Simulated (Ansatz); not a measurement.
# C3H4F2 (SMILES FC=CCF) at 4 levels

Wanted: a comparison of 4 runs (B3LYP/6-31G*, PBE-QIDH/6-31G*, RPA@PBE0/6-31G*) of C3H4F2. 

The calculation is run with Ansatz 0.2.0.

47 further runs of the same task are left out: 47 set aside as unsound or not needed.

**1. The structure to begin with**

C3H4F2: 9 atoms, total charge 0, spin state singlet. As SMILES, `FC=CCF`. The F1–C2 distance was set to 2.405 Å, away from the relaxed value. At this shape a bond of the SMILES string is far longer than usual.

Bond lengths: C2–C3 1.320 Å, C3–C4 1.485 Å, C4–F5 1.387 Å, C2–H6 1.084 Å, C3–H7 1.084 Å, C4–H8 1.095 Å, C4–H9 1.091 Å. Angles: C2–C3–C4 124.9°, C3–C4–F5 109.9°, C2–C3–H7 117.2°, C4–C3–H7 117.9°, C3–C2–H6 125.2°, C3–C4–H8 111.0°, C3–C4–H9 111.5°, F5–C4–H8 107.0°, F5–C4–H9 108.2°, H8–C4–H9 109.1°.

**2. The energy at B3LYP/6-31G(d) (spherical functions) (run 1)**

Contents of molecule.yaml:

```yaml
crystal:
  periodic: [false, false, false]
  atoms:
    - symbol: F
      position_ang: [-2.582881, 1.320185, -0.456527]
    - symbol: C
      position_ang: [-0.756800, -0.083800, -1.148800]
    - symbol: C
      position_ang: [0.269900, -0.355400, -0.364300]
    - symbol: C
      position_ang: [0.439500, 0.155200, 1.019400]
    - symbol: F
      position_ang: [1.656600, 0.811400, 1.133700]
    - symbol: H
      position_ang: [-0.888900, -0.458700, -2.156900]
    - symbol: H
      position_ang: [1.042400, -1.001300, -0.765600]
    - symbol: H
      position_ang: [0.449800, -0.666700, 1.742700]
    - symbol: H
      position_ang: [-0.352600, 0.856800, 1.286900]
basis:
  gaussian: {orbitals: 6-31G_st_-spherical.json}
hamiltonian: {xc: {name: B3LYP}}
accuracy: high
output: {orbitals: {seedname: orbitals}}
```

The basis set 6-31G* is read from a file made from the Basis Set Exchange's data (not shown).

Command:

```console
ansatz run molecule.yaml --threads 1 --pin off --max-ram 3480MiB --events-out events.jsonl --progress --plain --runs-dir runs
```

Standard output:

```text
Warning: RAYON_NUM_THREADS=1 ignored (pool sized by the plan → 1); use --threads N
Functional definition: B3LYP
  name "B3LYP"
  parameter a0 = 0.2
  parameter ax = 0.72
  parameter ac = 0.81
  exchange = (1 - a0 - ax)*slater_x + ax*b88_x + a0*exact_x
  correlation = (1 - ac)*vwn_rpa_c + ac*lyp_c
1794 factors; integrals over basis functions are off by at most 4.0e-9 eV
mean field evaluation 1: about -8597.4868 eV, gradient 5.3e1 eV
mean field evaluation 2: about -8388.8549 eV, gradient 2.5e2 eV
mean field evaluation 4: about -8601.2740 eV, gradient 3.3e1 eV
mean field evaluation 8: about -8603.7383 eV, gradient 9.5e-1 eV
mean field evaluation 16: about -8603.9327 eV, gradient 3.6e-4 eV
mean field -8603.93265677 eV, -316.1886931812 hartree, gradient 5.7e-8 eV, S^2 0.000000; 0 other end points of the search recorded, 0 dependent functions left out
reference -8603.93268630 eV, -316.1886942665 hartree; 20, 20 occupied and 58, 58 virtual orbitals, 1794 factors
Total energy: -8603.93268630 eV, -316.1886942665 hartree
```

Run time: 6.9 s. Hardware: 1 thread of Arm Neoverse V2, shared host; peak memory 0.24 GiB.

**3. The energy at PBE-QIDH/6-31G(d) (spherical functions) (run 2)**

Contents of run.yaml:

```yaml
crystal:
  periodic: [false, false, false]
  atoms:
    - {symbol: F, position_ang: [-2.582881, 1.320185, -0.456527]}
    - {symbol: C, position_ang: [-0.756800, -0.083800, -1.148800]}
    - {symbol: C, position_ang: [0.269900, -0.355400, -0.364300]}
    - {symbol: C, position_ang: [0.439500, 0.155200, 1.019400]}
    - {symbol: F, position_ang: [1.656600, 0.811400, 1.133700]}
    - {symbol: H, position_ang: [-0.888900, -0.458700, -2.156900]}
    - {symbol: H, position_ang: [1.042400, -1.001300, -0.765600]}
    - {symbol: H, position_ang: [0.449800, -0.666700, 1.742700]}
    - {symbol: H, position_ang: [-0.352600, 0.856800, 1.286900]}
basis:
  gaussian:
    orbitals: 6-31G_st_-spherical.json
magnetization:
  spin_polarized: false
hamiltonian:
  xc: {name: PBE-QIDH}
correlation:
  frozen_orbitals: {C: 1, F: 1, H: 0}
accuracy: high
output:
  orbitals: {seedname: orbitals}
```

The basis set 6-31G* is read from a file made from the Basis Set Exchange's data (not shown).

Command:

```console
ansatz run run.yaml --threads 1 --pin off --max-ram 3480MiB --events-out events.jsonl --progress --plain --runs-dir runs
```

Standard output (excerpt; [...] marks lines left out):

```text
Warning: RAYON_NUM_THREADS=1 ignored (pool sized by the plan → 1); use --threads N
Functional definition: PBE-QIDH
  name "PBE-QIDH"
[...]
1794 factors; integrals over basis functions are off by at most 4.0e-9 eV
[...]
mean field -8582.89243052 eV, -315.4154791281 hartree, gradient 3.2e-8 eV, S^2 0.000000; 0 other end points of the search recorded, 0 dependent functions left out; unrestricted orbitals would lower it
5 core orbitals not correlated: weight in the atoms' cores, before any rotation towards them, 1.000 or more for the frozen orbitals, at most 0.000 for the correlated occupied ones
reference -8582.89243112 eV, -315.4154791503 hartree; 15, 15 occupied and 58, 58 virtual orbitals, 1794 factors
second order -23.56126270 eV of doubles, -0.00000000 eV of singles
Total energy: -8590.74618536 eV, -315.7040992949 hartree
```

Run time: 9.6 s. Hardware: 1 thread of Arm Neoverse V2, shared host; peak memory 0.28 GiB.

Run 3 isn't shown in full; the table further down has it.

**4. The energy at RPA@PBE0/6-31G(d) (spherical functions) (run 4)**

Contents of in.yaml:

```yaml
crystal:
  periodic: [false, false, false]
  atoms:
    - {symbol: F, position_ang: [-2.582881, 1.320185, -0.456527]}
    - {symbol: C, position_ang: [-0.756800, -0.083800, -1.148800]}
    - {symbol: C, position_ang: [0.269900, -0.355400, -0.364300]}
    - {symbol: C, position_ang: [0.439500, 0.155200, 1.019400]}
    - {symbol: F, position_ang: [1.656600, 0.811400, 1.133700]}
    - {symbol: H, position_ang: [-0.888900, -0.458700, -2.156900]}
    - {symbol: H, position_ang: [1.042400, -1.001300, -0.765600]}
    - {symbol: H, position_ang: [0.449800, -0.666700, 1.742700]}
    - {symbol: H, position_ang: [-0.352600, 0.856800, 1.286900]}
basis:
  gaussian: {orbitals: 6-31G_st_-spherical.json}
total_charge: 0
magnetization: {spin_polarized: false, initial_magnetization: 0}
hamiltonian: {xc: pbe0}
correlation: {method: rpa, frozen_orbitals: {C: 1, F: 1, H: 0}}
accuracy: high
```

The basis set 6-31G* is read from a file made from the Basis Set Exchange's data (not shown).

Command:

```console
ansatz run in.yaml --threads 1 --pin off --max-ram 3480MiB --events-out events.jsonl --progress --plain --runs-dir runs
```

Standard output (excerpt; [...] marks lines left out):

```text
Warning: RAYON_NUM_THREADS=1 ignored (pool sized by the plan → 1); use --threads N
Functional definition: PBE0
  name "PBE0"
[...]
1794 factors; integrals over basis functions are off by at most 4.0e-9 eV
[...]
mean field -8594.64273413 eV, -315.8472948212 hartree, gradient 6.5e-8 eV, S^2 0.000000; 2 other end points of the search recorded, 0 dependent functions left out; unrestricted orbitals would lower it
[...]
unrestricted determinant -8561.76049639 eV, -314.6388948726 hartree, S^2 1.1460
5 core orbitals not correlated: weight in the atoms' cores, before any rotation towards them, 1.000 or more for the frozen orbitals, at most 0.000 for the correlated occupied ones
reference -8558.57272311 eV, -314.5217463653 hartree; 15, 15 occupied and 58, 58 virtual orbitals, 1794 factors
Total energy: -8587.18088271 eV, -315.5730768393 hartree
```

Wall time 17 s (1 thread of Arm Neoverse V2, shared host); peak memory 0.29 GiB.

**5. All runs side by side**

```tsv
run	level	frozen core orbitals	Cartesian functions	energy (Eh)	HOMO energy (eV)	LUMO energy (eV)	HOMO–LUMO gap (eV)	wall time
1	B3LYP/6-31G* (spherical functions)	–	no	-316.188694	-8.02	-4.51	3.51	6.9 s
2	PBE-QIDH/6-31G* (spherical functions)	5	no	-315.704099	-10.67	-2.39	8.28	9.6 s
3	B3LYP/6-31G* (Cartesian functions)	–	yes	-316.193037	-8.02	-4.52	3.51	6.9 s
4	RPA@PBE0/6-31G* (spherical functions)	5	no	-315.573077	–	–	–	17 s
```

**6. Outcome**

```
                               quantity          value
                    run 4: total energy  -315.57308 Eh
run 4: RPA correlation energy (valence)    -1051.3 mEh
```

In words: Over runs 1, 2, 3 the HOMO–LUMO gap runs from 3.51 eV (B3LYP/6-31G*) to 8.28 eV (PBE-QIDH/6-31G*). A double hybrid's value is that of its SCF part. Totals of different functionals can't be ranked against each other. In runs 2, 4 the log says that unrestricted orbitals would lower the reference, so the values rest on an unstable closed-shell determinant (other closed-shell runs at this shape may share the fault). In runs 1, 2, 3, 4 a closed-shell determinant meets a far-stretched bond, which it describes badly. All runs together took 40 s, the longest 17 s.
